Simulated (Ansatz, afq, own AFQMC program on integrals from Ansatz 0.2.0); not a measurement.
CPO, doublet in cc-pVDZ, levels against CCSDT(Q)

```yaml
atoms:
  - { symbol: O, position_ang: [0.0000, 0.0000, 1.3231] }
  - { symbol: C, position_ang: [0.0000, 0.0000, 0.1664] }
  - { symbol: P, position_ang: [0.0000, 0.0000, -1.4895] }
```

Connectivity, by distances: O–C–P.

Basis cc-pVDZ. Only valence electrons are correlated. Ansatz 0.2.0 and our own AFQMC program on the same integrals; the CISD trial comes from CCSD amplitudes, and released means the phaseless constraint is let go. Uncertainties: one standard error, sampling alone.

Determinant: UHF, the one that the program's search chose, which needn't be the lowest solution. The geometry is a point of a scan.

No full CI on the walks' own integrals is used here; CCSDT(Q) serves as the reference and is uncertain by about the last step of the cluster series.

The T1 diagnostic is 0.0236. The weight of the determinant in the CISD state is 0.837. The ⟨S²⟩ of the determinant is 0.796 and the size of the correlated space is 15 electrons in 39 orbitals.

```json
{"level": "MP2", "correlation energy (eV)": "-10.7060"}
{"level": "CCSD", "correlation energy (eV)": "-11.1391"}
{"level": "CCSD(T)", "correlation energy (eV)": "-11.6360"}
```

Q: Estimate where phaseless AFQMC with a CISD trial lies against CCSD(T) on the same integrals.

A: 7.7 ± 26.2 meV above CCSD(T). The gap is under twice the noise, so this walk alone can't tell the two apart.

Reference: CCSDT(Q), correlation energy -11.723 eV. The released energy is read at 2.40 1/Eh (meV from the phaseless value at times in 1/Eh: -13 ± 31 at 0.24, -23 ± 32 at 0.51, -69 ± 29 at 0.99, -133 ± 45 at 1.62, -73 ± 52 at 2.40).

```json
{"level": "CCSD(T)", "E − E(reference) (meV)": "87.1", "share of correlation (%)": "99.26"}
{"level": "CCSDT", "E − E(reference) (meV)": "54.8", "share of correlation (%)": "99.53"}
{"level": "ph-AFQMC/HF", "E − E(reference) (meV)": "-86.6 ± 104.0", "share of correlation (%)": "100.74"}
{"level": "ph-AFQMC/CISD", "E − E(reference) (meV)": "94.7 ± 26.2", "share of correlation (%)": "99.19"}
{"level": "released AFQMC", "E − E(reference) (meV)": "21.9 ± 52.4", "share of correlation (%)": "99.81"}
```

A walk keeps the symmetry of its determinant, which the program's search chose and which needn't be the lowest solution, so a lower state of the same spin and another symmetry isn't excluded. Released energies are given only where the last usable release times agree within the noise; a slower fall can still hide under it.
